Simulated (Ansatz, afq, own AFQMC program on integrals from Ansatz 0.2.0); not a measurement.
AFQMC on a folder of integrals that Ansatz 0.2.0 wrote.

```yaml
crystal:
  periodic: [false, false, false]
  atoms:
    - {symbol: Al, position_ang: [0.000000, 0.000000, 1.355396]}
    - {symbol: Al, position_ang: [0.000000, 0.000000, -1.399702]}
    - {symbol: H, position_ang: [0.000000, 1.575486, 2.184509]}
    - {symbol: H, position_ang: [0.000000, -1.575486, 2.184509]}
    - {symbol: H, position_ang: [0.000000, 0.000000, -3.183005]}
basis:
  gaussian: {orbitals: cc-pVDZ}
magnetization: {spin_polarized: true, initial_magnetization: 1}
correlation: {method: ccsd_t, electrons: outside_noble_gas, hamiltonian_folder: ham}
```

```sh
$ ansatz run in.yaml --threads 1 --pin off --events-out ev --progress --plain --max-ram 1382MiB
```

Options of the walk:

```
--method free --trial cisd --walkers 60 --time-step 0.03 --max-blocks 80 --target-error 0.00036 --factor-cut 1e-05 --seed 3332 --times 0,0.3,0.6,1.2,1.8,2.4,3.6,4.8,6 --taylor-order 8
```

Times are imaginary, in 1/Eh. The walk had a cap of 1455 s.

Log:

```
orbitals 41  electrons 5 4  factors 300 of 490
reference energy -485.48404201 Eh
CCSD correlation -0.15758083 Eh in 13 cycles, weight of the determinant in the CISD state 0.8583
repeat  energy at the last time / Eh  error
    10  -485.646429  0.001754
    20  -485.646995  0.001035
    30  -485.646805  0.000735
    40  -485.647255  0.000637
    50  -485.647470  0.000559
    60  -485.647633  0.000489
    70  -485.647996  0.000485
    80  -485.648025  0.000478
time / (1/Eh)  energy / Eh  error  mean overlap
  0.00  -485.641635  0.000092  1.1653
  0.30  -485.644057  0.000116  1.1563
  0.60  -485.645325  0.000130  1.1599
  1.20  -485.646669  0.000124  1.1561
  1.80  -485.647121  0.000174  1.1753
  2.40  -485.647684  0.000188  1.1747
  3.60  -485.648516  0.000320  1.1658
  4.80  -485.648654  0.000383  1.1411
  6.00  -485.648025  0.000478  1.1542
energy -485.648025 +/- 0.000478 Eh
```

The run passed its tests (error under three times the target), which doesn't prove that it has relaxed.

Against this walk (error 13.0 meV) on the same determinant: CCSD(T) 43.3 meV higher, CCSDT(Q) 12.2 meV lower (within the noise). The error is statistical, and a free projection of finite length keeps a remainder of its start. The last points scatter (meV from the last: 25 ± 5 at 1.80, 9 ± 5 at 2.40, -13 ± 9 at 3.60, -17 ± 10 at 4.80, 0 ± 13 at 6.00); the last is the one printed as the energy, and the gaps above move with that scatter.

Cautions: remainder of the start not in the error; error above the target (13.0 against 9.8 meV).

The walk took 9.1 min on 1 thread of Intel(R) Xeon(R) 6975P-C (Granite Rapids), on a shared host. The log's last line is the free-projection energy.

CCSDT and higher add their correlation energy to the determinant of the CCSD(T) run, since their own runs factorise the integrals more tightly (a shift of under 2 meV). A walk keeps the symmetry of its determinant, which the program's search chose and which needn't be the lowest solution, so a lower state of the same spin and another symmetry isn't excluded.
